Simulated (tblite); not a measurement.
Compound: acetyl chloride, C₂H₃ClO.
Bonds: C1–C2, C2–O3 (double), C2–Cl4. Hydrogens: H5, H6, H7 on C1.

Computed with GFN2-xTB (tblite), gas phase: L-BFGS steps from a force-field or distance-geometry start until the largest atomic force falls under 0.01 eV/Å.

Step 0: E = -392.2966 eV
```
atom  x, y, z in Å  |  force x, y, z in eV/Å
C1     -0.6750   -0.0990    0.0650   -1.244   0.271   0.102
C2      0.7613    0.2201   -0.1290    0.822   2.238  -0.754
O3      1.1756    1.2953   -0.5166   -0.748  -1.693   0.560
Cl4     1.9750   -0.9954    0.2359   -0.451  -0.233   0.067
H5     -1.2450    0.8765    0.1709    0.735  -0.971  -0.194
H6     -0.8751   -0.6830    0.9856    0.271   0.098  -0.740
H7     -1.1134   -0.6094   -0.8389    0.614   0.291   0.958
```

Step 1: E = -392.3349 eV
```
atom  x, y, z in Å  |  force x, y, z in eV/Å
C1     -0.6927   -0.0952    0.0665    0.091   0.167   0.008
C2      0.7730    0.2520   -0.1398   -1.700  -2.376   0.953
O3      1.1649    1.2711   -0.5086    1.057   2.878  -1.092
Cl4     1.9686   -0.9987    0.2369   -0.315  -0.355   0.105
H5     -1.2345    0.8626    0.1681    0.279  -0.381  -0.092
H6     -0.8713   -0.6816    0.9750    0.196  -0.026  -0.440
H7     -1.1046   -0.6052   -0.8253    0.392   0.093   0.558
```

Problem. Estimate the geometry and energy of step 2. (The exact step hangs on the optimiser's Hessian estimate; all steps are aligned on step 1, rigid shifts and turns removed.)

Solution. E = -392.4017 eV, largest force 0.491 eV/Å
```
atom  x, y, z in Å  |  force x, y, z in eV/Å
C1     -0.6966   -0.0928    0.0669    0.326   0.047   0.053
C2      0.7622    0.2409   -0.1348   -0.290   0.306  -0.043
O3      1.1707    1.2882   -0.5154   -0.069   0.045  -0.059
Cl4     1.9644   -1.0025    0.2380   -0.448  -0.193   0.057
H5     -1.2296    0.8559    0.1667    0.087  -0.076  -0.057
H6     -0.8687   -0.6815    0.9688    0.137  -0.106  -0.269
H7     -1.0992   -0.6034   -0.8172    0.257  -0.023   0.318
```

The energy changes by -0.0669 eV. The first-order estimate −F·Δx gives -0.1292 eV and the mean of the old and new forces, exact on a quadratic surface, -0.0690 eV. The step makes an angle of 21° with the force vector and moves no atom by more than 0.019 Å.

Hardware: one thread of an x86-64 server, shared host.
